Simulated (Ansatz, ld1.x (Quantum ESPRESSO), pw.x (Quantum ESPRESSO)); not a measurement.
## pw.x on fcc Pd: one setting changed

Potential: ultrasoft, ld1.x (Quantum ESPRESSO) 7.5, PBEsol; core [Kr], reference 4d9.5 5s0 5p0; waves: 5s (bound, empty): rcut 2.45, rcutus 3.15 bohr; 5s channel at 0.05 Ry: rcut 2.45, rcutus 3.15 bohr; 5p (bound, empty): rcut 2.55, rcutus 2.90 bohr; 5p channel at 1.05 Ry: rcut 2.55, rcutus 2.90 bohr; 4d (bound): rcut 1.80, rcutus 2.15 bohr; 4d channel at -0.15 Ry: rcut 1.80, rcutus 2.15 bohr; 4f channel at 0.45 Ry: rcut 1.95, rcutus 2.15 bohr; 4f channel at 2.8 Ry: rcut 1.95, rcutus 2.15 bohr; local part: all-electron potential smoothed inside 1.65 bohr (lloc = -2); core correction: none; augmentation: PSQ, inside the norm-conserving radii.

The reference run (k-mesh 15³, cutoffs 50/400 Ry, Fermi–Dirac 0.01 Ry, mixing_beta 0.4, conv_thr 1e-9, no spin) gives -2.82 GPa at 14.628 Å³/atom, where all-electron LAPW gives -0.59 GPa. This run, with its own iteration cap, changes k-mesh shift to 1.

```
&control
  calculation='scf', prefix='x', pseudo_dir='./', outdir='./tmp', tstress=.true., disk_io='none'
/
&system
  ibrav=0, nat=1, ntyp=1, ecutwfc=50, ecutrho=400, nbnd=12,
  occupations='smearing', smearing='fd', degauss=0.01
/
&electrons
  conv_thr=1e-09, mixing_beta=0.4, electron_maxstep=50
/
ATOMIC_SPECIES
Pd 1.0 Pd.UPF
CELL_PARAMETERS angstrom
  0.00000000 1.94111673 1.94111673
  1.94111673 0.00000000 1.94111673
  1.94111673 1.94111673 0.00000000
ATOMIC_POSITIONS crystal
Pd 0.0000 0.0000 0.0000
K_POINTS automatic
15 15 15 1 1 1
```

```bash
pw.x < Pd.scf.in > Pd.scf.out
```

**Question.** How does the run end?

**Answer.** It converges in 9 iterations; the free energy moves by +2.8 meV/atom and the pressure by +0.10 GPa.

```
Message from routine setup:
     using ibrav=0 with symmetry is DISCOURAGED, use correct ibrav instead
     lattice parameter (alat)  =       5.1876  a.u.
     unit-cell volume          =      98.7146 (a.u.)^3
     number of electrons       =        10.00
     number of Kohn-Sham states=           12
     kinetic-energy cutoff     =      50.0000  Ry
     charge density cutoff     =     400.0000  Ry
     scf convergence threshold =      1.0E-09
     Exchange-correlation= PBESOL
     number of k points=   344  Fermi-Dirac smearing, width (Ry)=  0.0100
     iteration #  1     ecut=    50.00 Ry     beta= 0.40
     total energy              =     -58.60216043 Ry
     estimated scf accuracy    <       0.98480579 Ry
     iteration #  2     ecut=    50.00 Ry     beta= 0.40
     total energy              =     -58.80319631 Ry
     estimated scf accuracy    <       0.01910785 Ry
     iteration #  3     ecut=    50.00 Ry     beta= 0.40
     total energy              =     -58.80552043 Ry
     estimated scf accuracy    <       0.00309818 Ry
     iteration #  4     ecut=    50.00 Ry     beta= 0.40
     total energy              =     -58.80565722 Ry
     estimated scf accuracy    <       0.00008115 Ry
     iteration #  5     ecut=    50.00 Ry     beta= 0.40
     total energy              =     -58.80566116 Ry
     estimated scf accuracy    <       0.00000154 Ry
     iteration #  6     ecut=    50.00 Ry     beta= 0.40
     total energy              =     -58.80566135 Ry
     estimated scf accuracy    <       0.00000195 Ry
     iteration #  7     ecut=    50.00 Ry     beta= 0.40
     total energy              =     -58.80566179 Ry
     estimated scf accuracy    <       0.00000005 Ry
     iteration #  8     ecut=    50.00 Ry     beta= 0.40
     total energy              =     -58.80566181 Ry
     estimated scf accuracy    <          8.0E-09 Ry
     iteration #  9     ecut=    50.00 Ry     beta= 0.40
     the Fermi energy is    14.3228 ev
!    total energy              =     -58.80566181 Ry
     estimated scf accuracy    <          2.4E-13 Ry
     smearing contrib. (-TS)   =      -0.00757578 Ry
     The total energy is F=E-TS. E is the sum of the following terms:
     one-electron contribution =       5.63641259 Ry
     hartree contribution      =       7.85856760 Ry
     xc contribution           =      -9.79799605 Ry
     ewald contribution        =     -62.49507016 Ry
     convergence has been achieved in   9 iterations
          total   stress  (Ry/bohr**3)                   (kbar)     P=      -27.19
     Message from routine punch:
     Nothing written, as per user request (disk_io='none')
```

The run took about 68 s on one core of a shared host (Neoverse-N1, 64 threads, 124 GiB, load 54).
